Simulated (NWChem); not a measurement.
## NCO: a line through the functionals

The species is NCO (3 atoms), meant as a doublet with charge 0. SMILES: `[N]=C=O`. The coordinates come from a PBE0-D4/def2-TZVP relaxation.

The vertical energy of the quartet above the doublet y, in eV, basis cc-pVTZ; a is the functional's share of exact exchange. Programs: NWChem 7.3.0.

| functional | program | a | y (eV) |
| --- | --- | --- | --- |
| UBLYP | NWChem | 0 | 6.68 |
| UPBE | NWChem | 0 | 6.69 |
| UB3LYP | NWChem | 0.2 | 6.62 |
| UPBE0 | NWChem | 0.25 | ? |
| UBHLYP | NWChem | 0.5 | 6.48 |

Task: Fit y = c + s·a to the known rows and predict UPBE0.

Result: 
1. Means of the 4 rows: a = 0.1750, y = 6.617.
2. Σ(Δa)² = 0.1675, Σ(Δa·Δy) = -0.06825, so the slope is -0.06825/0.1675 = -0.40746.
3. Intercept: 6.617 − (-0.40746) × 0.1750 = 6.688. The largest residual of the fit is 0.013.
4. UPBE0: 6.688 + (-0.40746) × 0.25 = 6.59 eV.

The run gave 6.58 eV, so the prediction is off by +0.01 eV, within the scatter of the fit. Exact exchange favours the state with more unpaired electrons.
